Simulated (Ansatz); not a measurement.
# Molecular dynamics, step by step

CH7MgN, singlet, PBE0-D4/pcseg-2 (Ansatz 0.2.0). Settings (timestep in fs, temperature in K; T counts 24 degrees of freedom):

```yaml
hamiltonian: {xc: pbe0, dispersion: d4}
md: {n_steps: 80, timestep: 1.0, temperature: 300, ensemble: nve, seed: 37, initial_velocities: maxwell_boltzmann}
```

Start, the saddle point found with PBE0-D4 in triple zeta (not stationary at another level):

Mg1  (-0.055, 0.096, 0.081)
N2  (1.946, -0.069, 0.223)
C3  (-1.939, -0.397, -0.647)
H4  (1.355, 0.924, 1.047)
H5  (0.585, 1.428, 1.394)
H6  (2.429, -0.798, 0.735)
H7  (2.604, 0.296, -0.456)
H8  (-2.737, -0.046, 0.015)
H9  (-2.124, 0.046, -1.632)
H10  (-2.065, -1.479, -0.760)
(Å)

| step | time (fs) | potential energy less the start (meV) | kinetic energy (meV) | T (K) |
| --- | --- | --- | --- | --- |
| 0 | 0.00 | 0.0 | 310.2 | 300 |
| 5 | 5.00 | 27.6 | 286.3 | 277 |
| 10 | 10.00 | -169.9 | 485.7 | 470 |
| 15 | 15.00 | -240.0 | 558.1 | 540 |
| 20 | 20.00 | -387.2 | 707.2 | 684 |
| 25 | 25.00 | -272.5 | 595.5 | 576 |
| 30 | 30.00 | -268.3 | 598.0 | 578 |
| 35 | 35.00 | -220.2 | 542.5 | 525 |
| 40 | 40.00 | -206.4 | 527.3 | 510 |
| 45 | 45.00 | -208.2 | 527.9 | 510 |
| 50 | 50.00 | -324.9 | 630.0 | 609 |
| 55 | 55.00 | -283.1 | 597.3 | 578 |
| 60 | 60.00 | -441.8 | 746.0 | 721 |
| 65 | 65.00 | -343.0 | 650.2 | 629 |
| 70 | 70.00 | -395.0 | 707.6 | 684 |
| 75 | 75.00 | -256.0 | 564.6 | 546 |
| 80 | 80.00 | -358.5 | 667.6 | 646 |

Step 25, positions (Å) and forces (eV/Å):

```
atom       x       y       z      Fx      Fy      Fz
 Mg1  -0.153   0.208   0.162  -0.341   0.156   0.107
  N2   2.115  -0.114   0.185  -0.488   0.221   2.990
  C3  -1.951  -0.491  -0.723   0.542   1.857  -0.351
  H4   2.230   0.747   0.886   0.156  -2.604  -2.156
  H5  -0.198   1.397   1.458   0.379  -0.010  -0.001
  H6   2.422  -1.014   0.637  -0.660   1.473   0.027
  H7   2.710  -0.119  -0.608   0.625   0.935  -0.871
  H8  -2.651  -0.064   0.010  -0.038  -0.419   0.028
  H9  -2.228  -0.011  -1.676   0.235   0.011   0.141
 H10  -2.086  -1.518  -0.884  -0.411  -1.619   0.087
```

Step 35, positions (Å) and forces (eV/Å):

```json
{"atom": "Mg1", "x": "-0.236", "y": "0.272", "z": "0.207", "Fx": "0.161", "Fy": "0.102", "Fz": "0.186"}
{"atom": "N2", "x": "2.208", "y": "-0.160", "z": "0.161", "Fx": "0.792", "Fy": "1.868", "Fz": "3.040"}
{"atom": "C3", "x": "-1.909", "y": "-0.541", "z": "-0.769", "Fx": "0.176", "Fy": "1.995", "Fz": "0.112"}
{"atom": "H4", "x": "2.784", "y": "0.599", "z": "0.747", "Fx": "-1.976", "Fy": "-2.235", "Fz": "-1.507"}
{"atom": "H5", "x": "-0.378", "y": "1.424", "z": "1.497", "Fx": "0.274", "Fy": "0.057", "Fz": "0.051"}
{"atom": "H6", "x": "2.324", "y": "-1.061", "z": "0.685", "Fx": "0.265", "Fy": "1.086", "Fz": "-1.214"}
{"atom": "H7", "x": "2.644", "y": "-0.111", "z": "-0.739", "Fx": "0.281", "Fy": "-0.779", "Fz": "-0.431"}
{"atom": "H8", "x": "-2.616", "y": "-0.169", "z": "-0.002", "Fx": "0.071", "Fy": "0.010", "Fz": "-0.160"}
{"atom": "H9", "x": "-2.188", "y": "-0.017", "z": "-1.701", "Fx": "0.146", "Fy": "-0.164", "Fz": "0.239"}
{"atom": "H10", "x": "-2.142", "y": "-1.549", "z": "-0.886", "Fx": "-0.191", "Fy": "-1.940", "Fz": "-0.316"}
```

Step 45, positions (Å) and forces (eV/Å):

```
atom       x       y       z      Fx      Fy      Fz
 Mg1  -0.314   0.339   0.260   0.382   0.020   0.228
  N2   2.269  -0.181   0.143   1.611  -0.871   0.775
  C3  -1.867  -0.591  -0.812   0.147   2.044   0.291
  H4   3.053   0.411   0.634  -2.084  -1.508  -1.506
  H5  -0.296   1.487   1.563   0.116  -0.003  -0.055
  H6   2.403  -1.162   0.496  -0.304   1.323   0.340
  H7   2.547  -0.404  -0.823   0.115   1.004   0.244
  H8  -2.630  -0.286  -0.069  -0.007   0.121  -0.289
  H9  -2.097  -0.067  -1.760   0.010  -0.208   0.356
 H10  -2.031  -1.611  -0.938   0.014  -1.921  -0.385
```

Last step (80):

Mg1  (-0.492, 0.553, 0.464)
N2  (2.224, -0.414, -0.051)
C3  (-1.623, -0.689, -0.900)
H4  (2.677, 0.506, 0.289)
H5  (0.216, 1.698, 1.536)
H6  (2.612, -1.146, 0.551)
H7  (2.631, -0.566, -0.920)
H8  (-2.648, -0.995, -0.726)
H9  (-1.565, -0.280, -1.899)
H10  (-0.981, -1.581, -0.897)
(Å)

Hardware: 2 CPU threads of an Intel Xeon Platinum 8375C, shared host. Wall time about 3.2 min.
